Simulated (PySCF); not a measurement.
Working out the ionisation energy of Al

Al [Ne] 3s2 3p1 (2P) → Al⁺ [Ne] 3s2 (1S). All numbers are calculated (PySCF 2.14, the spin-free X2C one-electron Hamiltonian (Gaussian nucleus), in x2c-TZVPall). Frozen: [Ne]. Energies in hartree (1 hartree = 27.21139 eV):

```tsv
part	Al (lower)	Al⁺ (upper)
UHF	-242.310065	-242.104750
CCSD correlation	-0.050286	-0.039102
(T)	-0.001098	0.000000
```

Q: What does Hartree-Fock give?

A: (-242.104750) − (-242.310065) = 0.205315 hartree = 5.587 eV.

Q: What do CCSD and CCSD(T) give?

A: The CCSD correlation energies differ by 0.011184 hartree = 0.304 eV and the triples by 0.001098 hartree = 0.030 eV, so CCSD gives 5.891 eV and CCSD(T) 5.921 eV.

Measured between the centres of the two terms (NIST): 5.977 eV, so CCSD(T) (valence) is off by -0.056 eV.

What remains against the reference includes basis incompleteness, the frozen core and higher excitations.
